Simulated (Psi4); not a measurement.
**BH3S2 (SMILES SBS): PBE/aug-cc-pVDZ**

What is the energy change on altering one bond length of BH3S2 at PBE/aug-cc-pVDZ? 

The results are computed with Psi4 1.11.

4 further runs of the same task are left out: 3 that didn't finish, 1 set aside as unsound or not needed.

## Step 1: The system as given

The species is BH3S2 (6 atoms), meant as a singlet with charge 0. As SMILES, `SBS`. The shape is that of a PBE0-D4/def2-TZVP optimisation. This is one conformer, not always the lowest.

Bond lengths: S1–B2 1.783 Å, B2–S3 1.787 Å, S1–H4 1.346 Å, B2–H5 1.190 Å, S3–H6 1.342 Å. Angles: S1–B2–S3 122.5°, S1–B2–H5 116.2°, S3–B2–H5 121.4°, B2–S1–H4 98.9°, B2–S3–H6 97.3°.

## Step 2: Energy and gradient at PBE/aug-cc-pVDZ

File calc.in:

```
memory 1600 MB

molecule system {
  0 1
  S     -0.819900    -0.605200    -1.516500
  B      0.091400    -0.453600     0.008900
  S      0.333100     1.114800     0.829800
  H     -1.145600     0.688100    -1.694600
  H      0.535500    -1.462200     0.457500
  H      1.047600     0.654100     1.868800
  symmetry c1
  no_reorient
  no_com
}

set puream true
set e_convergence 1e-09
set d_convergence 1e-08
set scf_type pk
set dft_radial_points 99
set dft_spherical_points 590

e, wfn = gradient("pbe/aug-cc-pVDZ", return_wfn=True)
oeprop(wfn, "MAYER_INDICES", "MULLIKEN_CHARGES", "WIBERG_LOWDIN_INDICES", title="PBE")
print_variables()
```

Launch:

```sh
$ psi4 -n 1 calc.in calc.out
```

calc.out, shortened:

```text
[...]
  Running in c1 symmetry.
[...]
  Nuclear repulsion =  119.768715267477347
[...]
  Multiplicity = 1
[...]
  Nalpha       = 20
  Nbeta        = 20
[...]
    Number of basis functions: 104
[...]
   @RKS iter   1:  -822.46496083352008   -5.95522e-03   5.62645e-03 ADIIS/DIIS
[...]
   @RKS iter  12:  -822.70944542166694   -1.36424e-12   4.04485e-09 DIIS
[...]
    Orbital Energies [Eh]
    ---------------------
    Doubly Occupied:
       1A    -88.084823     2A    -88.083810     3A     -7.697082
       4A     -7.695866     5A     -6.553602     6A     -5.719447
       7A     -5.718301     8A     -5.714628     9A     -5.713362
      10A     -5.711784    11A     -5.710586    12A     -0.708170
      13A     -0.674847    14A     -0.456824    15A     -0.412677
      16A     -0.361586    17A     -0.307310    18A     -0.293456
      19A     -0.287614    20A     -0.237709
[...]
  @RKS Final Energy:  -822.70944542166694
   => Energetics <=
    Nuclear Repulsion Energy =            119.7687152674773472
    One-Electron Energy =               -1372.9009095591900405
    Two-Electron Energy =                 486.5662417011689058
    DFT Exchange-Correlation Energy =     -56.1434928311231189
    Empirical Dispersion Energy =           0.0000000000000000
    VV10 Nonlocal Energy =                  0.0000000000000000
    Total Energy =                       -822.7094454216669419
[...]
 Multipole Moments:
 ------------------------------------------------------------------------------------
     Multipole            Electronic (a.u.)      Nuclear  (a.u.)        Total (a.u.)
 ------------------------------------------------------------------------------------
 L = 1.  Multiply by 2.5417464519 to convert [e a0] to [Debye]
 Dipole X            :         13.1376725          -13.0283388            0.1093337
 Dipole Y            :        -10.7365921           10.8954049            0.1588129
 Dipole Z            :         19.7065030          -19.4849661            0.2215369
 Magnitude           :                                                    0.2936903
[...]
  -Total Gradient:
     Atom            X                  Y                   Z
    ------   -----------------  -----------------  -----------------
       1        0.002106479762     0.012473146304     0.006836089051
       2       -0.000952191860     0.001661088368    -0.001107364330
       3        0.004840501485    -0.012549187345     0.004466844210
       4        0.003053812638    -0.011567218647     0.001821907050
       5       -0.002655356361     0.006033081347    -0.002682041200
       6       -0.006389527511     0.003948106734    -0.009329653418
[...]
  Mulliken Charges: (a.u.)
   Center  Symbol    Alpha    Beta     Spin     Total
       1     S     8.06145  8.06145  0.00000 -0.12290
       2     B     2.80105  2.80105  0.00000 -0.60211
       3     S     8.04616  8.04616  0.00000 -0.09232
       4     H     0.48129  0.48129  0.00000  0.03742
       5     H     0.12659  0.12659  0.00000  0.74682
       6     H     0.48346  0.48346  0.00000  0.03309
   Total alpha = 20.00000, Total beta = 20.00000, Total charge = -0.00000
  Mayer Bond Indices:
[...]
```

Wall time 30 s (1 thread of AMD EPYC 9R45 (Zen 5), shared host); peak memory 0.77 GiB.

## Step 3: The distorted shape

File run.py:

```python
import psi4

psi4.set_memory(1600000000)
psi4.set_num_threads(1)
psi4.core.set_output_file('output.dat', False)

mol = psi4.geometry("""
S     -1.677313    -0.052351    -2.763319
B     -0.766013     0.099249    -1.237919
S     -0.524313     1.667649    -0.417019
H     -2.003013     1.240949    -2.941419
H     -0.321913    -0.909351    -0.789319
H      1.047600     0.654100     1.868800
symmetry c1
no_reorient
no_com
""")

options = {'basis': 'aug-cc-pVDZ', 'reference': 'rks', 'puream': True, 'e_convergence': 1e-09, 'd_convergence': 1e-08, 'scf_type': 'pk', 'dft_radial_points': 99, 'dft_spherical_points': 590}
psi4.set_options(options)

E = psi4.gradient('pbe', molecule=mol)
print('gradient / Eh bohr^-1')
print(E.np.round(6))
for k, v in sorted(psi4.core.scalar_variables().items()):
    print(f'{k:45s} {v:18.10f}')
```

Launch:

```sh
$ python run.py
```

output.dat, shortened:

```text
[...]
  Running in c1 symmetry.
[...]
  Nuclear repulsion =  115.336084454167647
[...]
  Multiplicity = 1
[...]
  Nalpha       = 20
  Nbeta        = 20
[...]
    Number of basis functions: 104
[...]
   @RKS iter   1:  -822.01044177616882    2.17444e-01   6.78581e-03 DIIS/ADIIS
[...]
   @RKS iter  24:  -822.55723020231494   -4.47926e-11   8.11005e-09 DIIS
[...]
  @RKS Final Energy:  -822.55723020231494
   => Energetics <=
    Nuclear Repulsion Energy =            115.3360844541676471
    One-Electron Energy =               -1363.7208039258207464
    Two-Electron Energy =                 481.7931776232297807
    DFT Exchange-Correlation Energy =     -55.9656883538915935
    Empirical Dispersion Energy =           0.0000000000000000
    VV10 Nonlocal Energy =                  0.0000000000000000
    Total Energy =                       -822.5572302023149405
[...]
 Multipole Moments:
 ------------------------------------------------------------------------------------
     Multipole            Electronic (a.u.)      Nuclear  (a.u.)        Total (a.u.)
 ------------------------------------------------------------------------------------
 L = 1.  Multiply by 2.5417464519 to convert [e a0] to [Debye]
 Dipole X            :         76.1394279          -76.2190929           -0.0796650
 Dipole Y            :        -51.6216209           51.6399997            0.0183788
 Dipole Z            :        111.2500740         -111.3746772           -0.1246032
 Magnitude           :                                                    0.1490310
[...]
  -Total Gradient:
     Atom            X                  Y                   Z
    ------   -----------------  -----------------  -----------------
       1        0.004450067170     0.011484276769     0.010381832973
       2       -0.006185816372    -0.012523726629    -0.013495181791
       3       -0.013340034922     0.015607326586    -0.017490604593
       4        0.003516405094    -0.011619561535     0.002560786183
       5       -0.002459381737     0.007053721612    -0.002082410651
       6        0.014016633682    -0.009998649555     0.020122965299
[...]
```

The script printed:

```text
gradient / Eh bohr^-1
[[ 0.00445   0.011484  0.010382]
 [-0.006186 -0.012524 -0.013495]
 [-0.01334   0.015607 -0.017491]
 [ 0.003516 -0.01162   0.002561]
 [-0.002459  0.007054 -0.002082]
 [ 0.014017 -0.009999  0.020123]]
CURRENT ENERGY                                   -822.5572302023
CURRENT REFERENCE ENERGY                         -822.5572302023
DD SOLVATION ENERGY                                 0.0000000000
DFT FUNCTIONAL TOTAL ENERGY                      -822.5572302023
DFT TOTAL ENERGY                                 -822.5572302023
DFT VV10 ENERGY                                     0.0000000000
DFT XC ENERGY                                     -55.9656883539
GRID ELECTRONS ALPHA                               19.9999997063
GRID ELECTRONS BETA                                19.9999997063
GRID ELECTRONS TOTAL                               39.9999994125
NUCLEAR REPULSION ENERGY                          115.3360844542
ONE-ELECTRON ENERGY                             -1363.7208039258
PCM POLARIZATION ENERGY                             0.0000000000
PE ENERGY                                           0.0000000000
SCF ITERATION ENERGY                             -822.5572302023
SCF ITERATIONS                                     24.0000000000
SCF TOTAL ENERGY                                 -822.5572302023
TWO-ELECTRON ENERGY                               481.7931776232
XC GRID RADIAL POINTS                              99.0000000000
XC GRID SPHERICAL POINTS                          590.0000000000
XC GRID TOTAL POINTS                           339913.0000000000
```

It took 42 s on 1 thread of AMD EPYC 9R45 (Zen 5), shared host; peak memory 0.77 GiB.

## Step 4: Summary of results

At PBE/aug-cc-pVDZ:

| quantity | value |
| --- | --- |
| first shape: total energy | -822.70945 Eh |
| first shape: dipole moment | 0.75 D |
| first shape: HOMO energy | -6.47 eV |
| first shape: LUMO energy | -1.86 eV |
| first shape: HOMO–LUMO gap | 4.61 eV |
| first shape: largest force on an atom | 0.739 eV/Å |
| distorted shape: total energy | -822.55723 Eh |
| distorted shape: dipole moment | 0.38 D |
| distorted shape: HOMO energy | -6.52 eV |
| distorted shape: LUMO energy | -5.97 eV |
| distorted shape: HOMO–LUMO gap | 0.54 eV |
| distorted shape: largest force on an atom | 1.387 eV/Å |
| energy change with the S3–H6 bond stretched from 1.342 to 2.953 Å | 4.142 eV |

One bond (distorted shape) is far stretched, which a spin-restricted single reference describes badly; a broken-symmetry solution may lie lower. With the S3–H6 bond stretched from 1.342 to 2.953 Å the energy rises by 4.14 eV (96 kcal/mol). The first shape isn't relaxed at this level, so the change isn't measured from a minimum. A restricted reference can't describe the breaking bond well at this length. The largest force (first shape) is 0.74 eV/Å: the shape isn't a stationary point for this species at this level.
